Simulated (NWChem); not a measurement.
System: Li, doublet

The following NWChem deck was run.

```
start job
memory heap 200 mb stack 900 mb global 1100 mb
geometry units angstroms noautoz
  Li     0.000000     0.000000     0.000000
end
basis spherical
  Li library def2-svp
end
dft
  odft
  mult 2
  xc becke97-d
  disp vdw 2
  iterations 150
  mulliken
end
task dft energy
```

Excerpt of the output:

```
             Northwest Computational Chemistry Package (NWChem) 7.3.0
             --------------------------------------------------------

                             Geometry "geometry" -> ""
                             -------------------------

 Output coordinates in angstroms (scale by  1.889725989 to convert to a.u.)

  No.       Tag          Charge          X              Y              Z
 ---- ---------------- ---------- -------------- -------------- --------------
    1 Li                   3.0000     0.00000000     0.00000000     0.00000000

 Effective nuclear repulsion energy (a.u.)       0.0000000000

                                 NWChem DFT Module
                                 -----------------

 Summary of "ao basis" -> "ao basis" (spherical)
 ------------------------------------------------------------------------------
       Tag                 Description            Shells   Functions and Types
 ---------------- ------------------------------  ------  ---------------------
 Li                         def2-svp                 5        9   3s2p

            General Information
            -------------------
          SCF calculation type: DFT
          Wavefunction type:  spin polarized.
          No. of atoms     :     1
          No. of electrons :     3
           Alpha electrons :     2
            Beta electrons :     1
          Charge           :     0
          Spin multiplicity:     2
          Use of symmetry is: off; symmetry adaption is: off
          Maximum number of iterations: 150
          AO basis - number of functions:     9
                     number of shells:     5
          Convergence on energy requested:  1.00D-06
          Convergence on density requested:  1.00D-05
          Convergence on gradient requested:  5.00D-04

              XC Information
              --------------
                   Becke 97-D Method XC Functional
                  Becke 1997-D Exchange Functional  1.000
                Becke 1997-D Correlation Potential  1.000

             Grid Information
             ----------------
          Grid used for XC integration:  medium
          Radial quadrature: Mura-Knowles
          Angular quadrature: Lebedev.
          Tag              B.-S. Rad. Rad. Pts. Rad. Cut. Ang. Pts.
          ---              ---------- --------- --------- ---------
          Li                  1.45       49          11.0       434
          Grid pruning is: on
          Number of quadrature shells:    49
          Spatial weights used:  Erf1

      Superposition of Atomic Density Guess
      -------------------------------------

 Sum of atomic energies:          -7.42506398

      Non-variational initial energy
      ------------------------------

 Total energy =      -7.367928
 1-e energy   =      -9.700428
 2-e energy   =       2.332500
 HOMO         =      -0.080694
 LUMO         =       0.093754

     ---------------------------------------------
      Total Density - Mulliken Population Analysis
     ---------------------------------------------

    Atom       Charge   Shell Charges
 -----------   ------   -------------------------------------------------------
    1 Li   3     3.00   1.99  0.52  0.49 -0.00  0.00

     --------------------------------------------
      Spin Density - Mulliken Population Analysis
     --------------------------------------------

    Atom       Charge   Shell Charges
 -----------   ------   -------------------------------------------------------
    1 Li   3     1.00   0.00  0.51  0.49 -0.00  0.00

   convergence    iter        energy       DeltaE   RMS-Dens  Diis-err
 ---------------- ----- ----------------- --------- --------- ---------
 d= 0,ls=0.0,diis     1     -7.4773242336 -7.48D+00  4.00D-02  6.35D-04
                                                     9.98D-04  7.24D-05
 d= 0,ls=0.0,diis     2     -7.4793760610 -2.05D-03  2.65D-03  2.61D-06
                                                     1.56D-04  1.89D-06
 d= 0,ls=0.0,diis     3     -7.4793649661  1.11D-05  1.15D-04  1.71D-08
                                                     3.68D-05  3.12D-06
 d= 0,ls=0.0,diis     4     -7.4793654214 -4.55D-07  1.12D-04  5.17D-09
                                                     5.94D-05  1.26D-06
 d= 0,ls=0.0,diis     5     -7.4793656966 -2.75D-07  3.96D-05  3.32D-10
                                                     1.67D-05  7.88D-08
 d= 0,ls=0.0,diis     6     -7.4793657150 -1.85D-08  1.66D-06  5.94D-13
                                                     2.33D-06  4.27D-10

         Total DFT energy =       -7.479365715015
      One electron energy =       -9.696853903523
           Coulomb energy =        4.047417080582
    Exchange-Corr. energy =       -1.829928892074
 Nuclear repulsion energy =        0.000000000000

 Numeric. integr. density =        2.999999990766

                    DFT Final Alpha Molecular Orbital Analysis
                    ------------------------------------------

 Vector    1  Occ=1.000000D+00  E=-1.911687D+00
              MO Center=  1.8D-17, -2.6D-18, -7.1D-18, r^2= 1.3D-01
   Bfn.  Coefficient  Atom+Function         Bfn.  Coefficient  Atom+Function
  ----- ------------  ---------------      ----- ------------  ---------------
     1      0.994522  1 Li s                  2      0.029897  1 Li s

 Vector    2  Occ=1.000000D+00  E=-1.086047D-01
              MO Center= -5.3D-16, -9.8D-16, -9.5D-16, r^2= 5.2D+00
   Bfn.  Coefficient  Atom+Function         Bfn.  Coefficient  Atom+Function
  ----- ------------  ---------------      ----- ------------  ---------------
     2      0.774920  1 Li s                  3      0.278657  1 Li s
     1     -0.235283  1 Li s

[...]
```

Level: B97-D/def2-SVP, spin-unrestricted. No stability test was run on the SCF state.
